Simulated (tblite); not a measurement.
Species: C4H5NO.
Atom-mapped SMILES: `[NH2:1][c:2]1[cH:3][cH:4][cH:5][o:6]1` (hydrogens: H7, H8 on N1; H9 on C3; H10 on C4; H11 on C5)

Computed geometry: GFN2-xTB, gas phase.

Problem. What internal coordinates does the optimisation give?

Solution. 
| bond | length (Å) | order |
| --- | --- | --- |
| N1–C2 | 1.383 | single |
| C2–C3 | 1.366 | aromatic |
| C3–C4 | 1.420 | aromatic |
| C4–C5 | 1.355 | aromatic |
| C5–O6 | 1.359 | aromatic |
| C2–O6 | 1.347 | aromatic |
| N1–H7, N1–H8 | 1.009 | single |
| C3–H9 | 1.070 | single |
| C4–H10 | 1.071 | single |
| C5–H11 | 1.071 | single |

Bonds in one row agree within 0.01 Å and their mean is given. Orders are formal, as drawn. A selection of angles:
| angle | degrees |
| --- | --- |
| C2–N1–H7 | 114.1 |
| H7–N1–H8 | 113.3 |
| N1–C2–C3 | 131.5 |
| N1–C2–O6 | 117.7 |
| C3–C2–O6 | 110.7 |
| C2–C3–C4 | 105.7 |
| C2–C3–H9 | 127.0 |
| C4–C3–H9 | 127.4 |
| C3–C4–C5 | 106.5 |
| C3–C4–H10 | 126.6 |
| C5–C4–H10 | 126.9 |
| C4–C5–O6 | 110.3 |
| C4–C5–H11 | 132.8 |
| O6–C5–H11 | 116.9 |
| C2–O6–C5 | 106.8 |

The 3 C–C bonds span 1.355 Å (C4–C5, aromatic) to 1.420 Å (C3–C4, aromatic), a spread of 0.065 Å. O6 (furan-type oxygen) is bent (angle 106.8°). The 5-membered ring C2–C3–C4–C5–O6 has internal angles of 105.7° to 110.7° (sum 540°, against 540° for a flat polygon); it is planar, 0.00 Å rms from its mean plane, widest ring torsion 0°. The 6 heavy atoms lie in one plane (0.019 Å rms). N1 (aniline-type nitrogen) is pyramidal (angles 114.1°, 113.3° and 113.2°, sum 340.6°, 0.29 Å off the plane of its three neighbours).

Its GFN2-xTB frequencies are all real (lowest 247 cm⁻¹).

Hardware: an Arm Neoverse N1 with one thread, shared host with 64 logical CPUs at a one-minute load of 57. Cost: 0.59 s of wall time. These figures are those of the optimisation.
